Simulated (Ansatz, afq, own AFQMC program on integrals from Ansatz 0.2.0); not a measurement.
Two steps: Ansatz 0.2.0 writes the Fock matrix and Cholesky factors of the valence space, and afq projects on them the lowest state that overlaps trial and start.

```yaml
crystal:
  periodic: [false, false, false]
  atoms:
    - {symbol: Al, position_ang: [0.000000, -0.092000, 0.542716]}
    - {symbol: N, position_ang: [0.000000, 0.094513, -1.133684]}
    - {symbol: H, position_ang: [0.000000, 1.149355, 1.226121]}
basis:
  gaussian: {orbitals: cc-pVDZ}
magnetization: {spin_polarized: true, initial_magnetization: 3}
correlation: {method: ccsd_t, electrons: outside_noble_gas, hamiltonian_folder: ham}
```

```sh
$ ansatz run in.yaml --threads 1 --pin off --events-out ev --progress --plain --max-ram 1382MiB
```

afq runs on the folder ham with

```
--method phaseless --trial hf --walkers 120 --populations 1 --least-time 40 --time-step 0.005 --steps-per-block 20 --equilibration-blocks 112 --max-blocks 600 --target-error 0.00108 --factor-cut 1e-05 --start spin_pure --seed 2484 --taylor-order 6
```

Times are imaginary, in 1/Eh. The walk had a cap of 671 s.

```
orbitals 31  electrons 6 3  factors 226 of 360
reference energy -296.81954892 Eh
CCSD correlation -0.16707752 Eh in 17 cycles, weight of the determinant in the CISD state 0.9150
energy of the start -296.819765 Eh
 block  time / (1/Eh)  mean weight  energy / Eh
     1     0.100  0.9988  -296.860401
     2     0.200  1.0021  -296.888018
     3     0.300  1.0005  -296.911526
     4     0.400  1.0024  -296.925645
     5     0.500  1.0003  -296.945559
     8     0.800  0.9987  -296.948401
    18     1.800  1.0018  -296.998665
    69     6.900  0.9999  -296.977521
   120    12.000  1.0008  -296.978685
   137    13.700  0.9994  -297.019888
   171    17.100  1.0006  -297.000769
   222    22.200  1.0014  -297.004346
   273    27.300  0.9989  -297.003277
   324    32.400  1.0003  -296.989479
   375    37.500  0.9993  -296.985644
   426    42.600  1.0026  -296.993850
   477    47.700  1.0019  -297.003127
   528    52.800  1.0000  -296.989405
   579    57.900  1.0019  -296.969057
   596    59.600  1.0001  -296.966381
   630    63.000  1.0010  -296.988421
   681    68.100  1.0011  -296.968631
blocks merged  error / Eh  count
     1  0.000553  570
     2  0.000720  285
     4  0.000917  142
     8  0.001052  71
    16  0.000967  35
    32  0.001012  17
    64  0.001047  8
energy -296.989467 +/- 0.001012 Eh
(rows thinned)
```

Task: Estimate how long the walk took on 1 thread of Arm Neoverse V1, on a shared host.

Result: 3.3 min of wall time.

The run passed its tests (sampling time, drift between the halves within three errors, error under three times the target), which doesn't prove that it has relaxed.

Against this walk (error 27.5 meV) on the same determinant: CCSD(T) 10.5 meV lower (within the noise), CCSDT(Q) 39.6 meV lower (within the noise), a separate phaseless walk with a CISD trial and standard settings 13.6 ± 28.6 meV lower (within the noise). The error is statistical and leaves out the bias of the constraint.

Cautions: constraint bias not in the error; lower spins were not checked.

CCSDT and higher add their correlation energy to the determinant of the CCSD(T) run, since their own runs factorise the integrals more tightly (a shift of under 2 meV). A walk keeps the symmetry of its determinant, which the program's search chose and which needn't be the lowest solution, so a lower state of the same spin and another symmetry isn't excluded.
